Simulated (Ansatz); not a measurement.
Process, species as SMILES: N (NH3) → [NH2] (NH2) + H atom
B3LYP-D3(BJ)/def2-TZVP geometries, fixed; electronic energies without zero-point terms.

Effect of the final integration grid (spheres per factor e of radius in core and valence, angular degree) at PBE/def2-TZVPP with Ansatz (an electronic-structure program), against the last row, where the bond dissociation energy is 113.11 kcal/mol. Open shells are unrestricted. The default's grid is 13, 11, 36.

```json
[
 {"setting": "accuracy: medium (default)", "largest shift of a total energy (mEh)": "0.000", "shift of the bond dissociation energy (kcal/mol)": "0.000"},
 {"setting": "final_grid: 4, 3, 11", "largest shift of a total energy (mEh)": "1.348", "shift of the bond dissociation energy (kcal/mol)": "-0.569"},
 {"setting": "final_grid: 6, 5, 17", "largest shift of a total energy (mEh)": "0.107", "shift of the bond dissociation energy (kcal/mol)": "-0.078"},
 {"setting": "final_grid: 8, 7, 23", "largest shift of a total energy (mEh)": "0.005", "shift of the bond dissociation energy (kcal/mol)": "-0.004"},
 {"setting": "final_grid: 10, 9, 29", "largest shift of a total energy (mEh)": "-0.001", "shift of the bond dissociation energy (kcal/mol)": "0.000"},
 {"setting": "final_grid: 18, 15, 47", "largest shift of a total energy (mEh)": "0.000", "shift of the bond dissociation energy (kcal/mol)": "0.000"},
 {"setting": "final_grid: 26, 22, 59", "largest shift of a total energy (mEh)": "0.000", "shift of the bond dissociation energy (kcal/mol)": "0.000"}
]
```

Within 0.1 kcal/mol in the bond dissociation energy: accuracy: medium (default); final_grid: 6, 5, 17; final_grid: 8, 7, 23; final_grid: 10, 9, 29; final_grid: 18, 15, 47. The largest shift is 1.348 mEh in a total energy and 0.569 kcal/mol in the difference.
